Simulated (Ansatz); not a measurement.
singlet CHP: levels of theory in one basis

```xyz
3

H     0.0000    0.0003   -1.3349
C     0.0000    0.0001   -0.1644
P     0.0000   -0.0004    1.4992
```

Basis set: def2-SVP (spherical functions). Correlated methods keep 6 orbitals frozen. Charge 0, multiplicity 1.

Computed with Ansatz (development build ahead of 0.2.0); each method stands on the lowest determinant of its kind that the runs found.

```json
{"method": "RHF", "E − E(RHF) (eV)": "0.00", "<S²> of the determinant": "–"}
{"method": "UHF", "E − E(RHF) (eV)": "-0.64", "<S²> of the determinant": "1.03"}
{"method": "RHF-MP2", "E − E(RHF) (eV)": "-7.18", "<S²> of the determinant": "–"}
{"method": "UHF-MP2", "E − E(RHF) (eV)": "-5.79", "<S²> of the determinant": "1.03"}
{"method": "UHF-CCSD(T)", "E − E(RHF) (eV)": "-7.83", "<S²> of the determinant": "1.03"}
{"method": "RHF-CCSDT(Q)", "E − E(RHF) (eV)": "-8.01", "<S²> of the determinant": "–"}
{"method": "UHF-CCSDT(Q)", "E − E(RHF) (eV)": "-8.00", "<S²> of the determinant": "1.03"}
```

Problem. What does RHF-CCSD(T) give on the same scale?

Solution. -7.95 eV.

Caution for RHF, RHF-MP2, RHF-CCSD(T), RHF-CCSDT(Q): an unrestricted determinant lies well below. Caution for UHF, UHF-MP2, UHF-CCSD(T), UHF-CCSDT(Q): the unrestricted determinant is a mixture of spin states. Caution for UHF-MP2, UHF-CCSD(T), UHF-CCSDT(Q): a plain start can end on a higher determinant. Caution for UHF-CCSD(T): another reference gives a lower total.
